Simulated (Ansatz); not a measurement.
`NC1=CC1` → `CC1=CN1`  (isomerisation)

Program: Ansatz. Geometries: PBE0-D4/def2-TZVP. ΔE: electronic, gas phase. CBS: MP2 limit from def2 TZ/QZ plus the TZ coupled-cluster correction, frozen cores. Functionals use def2-TZVPP. B3LYP here is the variant with VWN-RPA as its local correlation; programs differ in this. HSE06 is defined as in plane-wave codes. Each species was taken in one conformer, which may not be the lowest.

Problem. Is it downhill or uphill in electronic energy at CCSD(T)/CBS, and by how much? (Estimate.)

Solution. Computed: Uphill: ΔE = +81.8 kJ/mol.

Problem. What do these levels give: r2SCAN-D4, B97M-V, PBE0-D4, HSE06-D4, B3LYP, r2SCAN0, HSE06, BHLYP, RPA@PBE/def2-TZVPP, HF/def2-SVP, HF/def2-TZVPP, CCSD/CBS(def2)? (Best estimate.)

Solution. Ansatz gave: r2SCAN-D4 94.4, B97M-V 91.0, PBE0-D4 97.6, HSE06-D4 97.4, B3LYP 91.0, r2SCAN0 99.7, HSE06 97.3, BHLYP 97.2, RPA@PBE/def2-TZVPP 75.6, HF/def2-SVP 108.9, HF/def2-TZVPP 96.9, CCSD/CBS(def2) 84.9 kJ/mol.

Largest T1 diagnostic among the species: 0.011.

In def2-TZVPP, CCSD(T) changes the Hartree–Fock value by −15.0 kJ/mol (the triples alone add −3.1 kJ/mol) and MP2 by −8.5 kJ/mol. Leaving LDA and LC-ωPBE aside and taking each functional with its dispersion term where it has one, the values, not all of them listed here, spread over 15.3 kJ/mol, from BLYP-D4 to r2SCAN0-D4. LDA lies +15.4 kJ/mol from PBE without D4.
